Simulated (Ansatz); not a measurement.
System: CH₄, charge 1, multiplicity 2. 
Geometry from a B3LYP-D3(BJ)/def2-TZVP (Ansatz, a quantum-chemistry and plane-wave program) optimisation:
```xyz
5

C      0.0000     0.0000     0.0000
H     -0.9174    -0.1315    -0.6302
H      0.1902     1.0691    -0.2772
H     -0.3486    -0.6271     0.8609
H      1.0758    -0.3105     0.0464
```
Charge +1, spin multiplicity 2.

Parts of the frozen-core correlation energy in cc-pVDZ (Ansatz, hartree). Frozen orbitals: 1; correlated occupied orbitals by spin: 4 and 3; virtual: 29 and 30. Open shells are spin-unrestricted. Spin-orbit coupling is left out. Non-relativistic.

| term | value |
|---|---|
| reference (HF) | -39.76118 |
| MP2 opposite-spin | [?] |
| MP2 same-spin | [?] |
| CCSD correlation | [?] |
| (T) | -0.00329 |
| CCSDT minus CCSD(T) | -0.00053 |
| CCSDT(Q) minus CCSD(T) | -0.00067 |
| T1 diagnostic | 0.008 |
| largest doubles amplitude | 0.035 |
| <S^2> of the reference | 0.757 |

Problem. Fill in the missing entries.

Solution. 
- MP2 opposite-spin, value: -0.10940
- MP2 same-spin, value: -0.02475
- CCSD correlation, value: -0.15808
